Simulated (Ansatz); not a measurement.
The reference is Ag in the fcc (Cu type) structure (space group Fm-3m, No. 225).

```yaml
crystal:
  lattice:
    - [0.00000, 2.05259, 2.05259]
    - [2.05259, 0.00000, 2.05259]
    - [2.05259, 2.05259, 0.00000]
  atoms:
    - { symbol: Ag, position: [0.00000, 0.00000, 0.00000] }
```

All numbers come from r2SCAN (Ansatz, a first-principles code; PAW; 500 eV plane waves; no spin-orbit coupling).

Perturbation: every Ag is replaced by Au; the structure is relaxed again.

Measured lattice parameter a: Ag 4.062 Å (static lattice; corrected from measurement; as listed in Daniel Mejia-Rodriguez, S. B. Trickey, Phys. Rev. B (2018)); Au 4.062 Å (static lattice; corrected from measurement; as listed in Daniel Mejia-Rodriguez, S. B. Trickey, Phys. Rev. B (2018)).

Problem. How well does r2SCAN reproduce the measured shift?

Solution. With r2SCAN the lattice parameter a moves by +0.019 Å (4.105 → 4.124) against +0.000 Å measured.

Stability against distortions was not tested.
